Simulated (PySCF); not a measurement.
C₃H₅N₃.
Z-matrix (Å and degrees, PBE0-D3(BJ)/def2-SVP geometry), rows numbered from 1:
```
C 
N   1  1.4382
C   2  1.3492  1  129.27
N   3  1.3152  2  110.14  1  -179.74
C   4  1.3533  3  102.56  2    -0.06
N   5  1.3208  4  114.85  3     0.08
H   1  1.0990  2  110.14  3  -120.50
H   1  1.0974  2  109.01  3    -0.59
H   1  1.0991  2  110.18  3   119.34
H   3  1.0902  2  122.97  1     0.22
H   5  1.0898  4  123.48  3   179.95
```

Method: PySCF 2.14.0, PBE0-D3(BJ)/def2-SVP geometry optimisation, gas phase.

Masses are those of the commonest isotopes; rigid-rotor values at the optimised geometry. 

(1) What are A, B and C (cm⁻¹)?

(2) What kind of rotor is it?

(3) Is it planar, by Δ = Ic − Ia − Ib?

(4) Give the coordinates in the principal-axis frame, origin at the centre of mass.

(5) Where do the levels up to J = 3 lie, in K?

(6) Which lines would a microwave search look for?

Answers

(1) Ia = 52.70, Ib = 132.57, Ic = 182.04 u·Å²; 505379 MHz·u·Å²/I gives 9591, 3812 and 2776 MHz, that is A = 0.31991, B = 0.12716, C = 0.09260 cm⁻¹.

(2) An asymmetric top: κ = (2 × 3812 − 9591 − 2776)/(9591 − 2776) = -0.70.

(3) Not planar: Δ = Ic − Ia − Ib = -3.22 u·Å². For a rigid frame Δ = −2 Σ m c², so Σ m c² = 1.61 u·Å² lies off the ab plane, practically all of it from hydrogen. The atom farthest from that plane is 0.90 Å away.

(4) The sense of each axis is arbitrary; atoms in the order of the calculation.
```csv
atom,mass (u),a (Å),b (Å),c (Å)
C1,12.000,-2.078,0.028,-0.001
N2,14.003,-0.640,0.034,0.002
C3,12.000,0.210,1.082,0.001
N4,14.003,1.454,0.656,-0.001
C5,12.000,1.305,-0.689,0.000
N6,14.003,0.052,-1.109,0.001
H7,1.008,-2.456,-0.495,0.888
H8,1.008,-2.440,1.064,0.006
H9,1.008,-2.453,-0.481,-0.900
H10,1.008,-0.126,2.119,0.001
H11,1.008,2.142,-1.387,-0.002
```

(5) Above 0(0,0), as E/k:
J = 1: 1(0,1) 0.316, 1(1,1) 0.594, 1(1,0) 0.643
J = 2: 2(0,2) 0.942, 2(1,2) 1.176, 2(1,1) 1.325, 2(2,1) 2.157, 2(2,0) 2.163
J = 3: 3(0,3) 1.867, 3(1,3) 2.047, 3(1,2) 2.344, 3(2,2) 3.106, 3(2,1) 3.136, 3(3,1) 4.620, 3(3,0) 4.621

(6) The dipole components are |μa| = 3.20 D, |μb| = 1.03 D, |μc| = 0.00 D; the mirror of this Cs structure is the ab plane, so μc vanishes by symmetry and there are no c-type lines. Intensities carry the squares of the components, which stand as 1.00 : 0.10 (a : b). Some lines, for components of 0.1 D or more:

| type | branch | J(Ka,Kc) | MHz | lower level (cm⁻¹) |
| --- | --- | --- | --- | --- |
| a | Q | 1(1,0) ← 1(1,1) | 1036 | 0.413 |
| a | Q | 2(1,1) ← 2(1,2) | 3108 | 0.817 |
| a | R | 1(0,1) ← 0(0,0) | 6588 | 0.000 |
| b | Q | 1(1,0) ← 1(0,1) | 6814 | 0.220 |
| b | R | 2(0,2) ← 1(1,1) | 7271 | 0.413 |
| b | Q | 2(1,1) ← 2(0,2) | 7978 | 0.655 |
| a | R | 2(1,2) ← 1(1,1) | 12141 | 0.413 |
| b | R | 1(1,1) ← 0(0,0) | 12367 | 0.000 |
| a | R | 2(0,2) ← 1(0,1) | 13050 | 0.220 |
| a | R | 2(1,1) ← 1(1,0) | 14213 | 0.447 |
| b | Q | 2(2,0) ← 2(1,1) | 17462 | 0.921 |
| b | R | 2(1,2) ← 1(0,1) | 17919 | 0.220 |
| b | Q | 2(2,1) ← 2(1,2) | 20443 | 0.817 |
| b | R | 2(2,1) ← 1(1,0) | 31548 | 0.447 |
| b | R | 2(2,0) ← 1(1,1) | 32711 | 0.413 |

PBE0-D3(BJ)/def2-SVP frequencies: not computed here. Constants of a rigid frame at the computed geometry: no zero-point averaging, no centrifugal distortion. A rigid rotor knows nothing of internal rotation, which can split or shift real lines. Quadrupole hyperfine structure (14N) is left out.

Time: 37 s; peak memory 0.46 GiB. Hardware: Intel Xeon 6975P-C, one thread, shared host. These figures are those of the optimisation.
